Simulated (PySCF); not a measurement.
Homolysis of single bonds, series Si NH2-H. Isolated molecules, 0 K electronic values unless said otherwise. One relaxed conformer stands for each flexible species; it need not be the lowest. Strings in code marks are SMILES.

The dipole moment from two functionals at the same geometries (CAM-B3LYP-D3(BJ)/def2-TZVP), both in PySCF: PBE-D3(BJ)/def2-TZVP and CAM-B3LYP-D3(BJ)/def2-TZVP. 

| species | PBE-D3(BJ)/def2-TZVP (D) | CAM-B3LYP-D3(BJ)/def2-TZVP (D) |
|---|---|---|
| radical fragment (`[NH2]`) | 1.90 | 1.98 |
| whole molecule (`N[SiH3]`) | 1.37 | 1.33 |
| radical fragment (`[SiH3]`) | 0.03 | 0.07 |

Over these rows, drawn at random from the members with no instability flagged (it was tested for open shells, ions and some series alone), PBE minus CAM-B3LYP-D3(BJ): mean -0.03 D, from -0.08 D to +0.05 D.
